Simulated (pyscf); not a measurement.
One hydrogen abstraction on the doublet surface with elements of a group swapped. ωB97M-D3(BJ)/def2-TZVP, kcal/mol, from the separated reactants. PySCF, gas phase, ωB97X-D3(BJ)/def2-SVP geometries.

```
step                                           barrier  reaction energy  imaginary mode (i cm⁻¹)
------------------------------------------  ----------  ---------------  -----------------------
Cl–SiH(Cl)–Cl + NH₂• → Cl–Si•(Cl)–Cl + NH₃         3.8            -17.5                      964
F–SiH(F)–F + NH₂• → F–Si•(F)–F + NH₃        (withheld)       (withheld)                     1252
```

Question: Fill in the missing entries.

Answer: 
- F–SiH(F)–F + NH₂• → F–Si•(F)–F + NH₃, barrier: 7.2
- F–SiH(F)–F + NH₂• → F–Si•(F)–F + NH₃, reaction energy: -8.9

Row 2: On the reactant side the descent ends in a complex, 4.3 kcal/mol under the separated species and 10.9 kcal/mol under the saddle at ωB97X-D3(BJ)/def2-TZVP. On the product side the descent ends in an adduct with a N–Si contact (not fully relaxed), 13.9 kcal/mol under the separated species and 28.8 kcal/mol under the saddle at ωB97X-D3(BJ)/def2-TZVP. Each row is the saddle that its search found.
